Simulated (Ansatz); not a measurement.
Relative stability

Two relaxed structures of CH₄NSi (charge +1), singlet (PBE0-D4/def2-TZVP; forces vanish, vibrations not checked).

A:

N1  (-0.827, 0.360, -0.597)
C2  (0.155, 0.244, 0.228)
Si3  (1.890, -0.529, 0.136)
H4  (-0.821, -0.074, -1.513)
H5  (-1.668, 0.879, -0.366)
H6  (-0.001, 0.782, 1.173)
H7  (1.272, -1.663, 0.939)
(Å)

B:

N1  (-0.012, 0.046, 0.258)
C2  (-0.819, 0.462, -0.639)
Si3  (1.490, -1.053, -0.168)
H4  (-0.644, 0.184, -1.677)
H5  (-1.675, 1.086, -0.389)
H6  (-0.217, 0.333, 1.215)
H7  (1.851, -1.093, 1.300)
(Å)

Ansatz 0.2.0; basis: def2-TZVPP; cores frozen in the correlated methods. B3LYP uses VWN-RPA correlation.

Which structure is lower at CCSD(T), and by how much? (Judge from chemistry; the value comes from the calculation.)

Computed: B, by 0.540 eV (electronic energy, against the other). By their contacts, A is CH₄NSi ([NH2][CH][SiH]), total charge +1 and B is CH₄NSi ([CH2][NH][SiH]), total charge +1.

All methods give the same order:

```
   method  E(B) − E(A) (eV)
   PBE-D4            -0.235
r2SCAN-D4            -0.267
  PBE0-D4            -0.327
 B3LYP-D4            -0.402
  wB97M-V            -0.464
       HF            -0.654
      MP2            -0.586
     CCSD            -0.561
  CCSD(T)            -0.540
```

No T1 diagnostic of these runs exceeds 0.019. The restricted Hartree–Fock reference is unstable towards an unrestricted one at one or more of these structures.

Labels in which every atom is bracketed show which atoms are joined, not bond orders.

For scale, one of the runs: CCSD(T)/def2-TZVPP, 160 basis functions, launched by `ansatz run in.yaml --threads 2 --pin off --events-out ev --progress --plain --max-ram 4352MiB`. The run took 16 s on 2 CPU threads of an Arm Neoverse V1 (shared host), with 1.1 GiB of host memory at its peak.
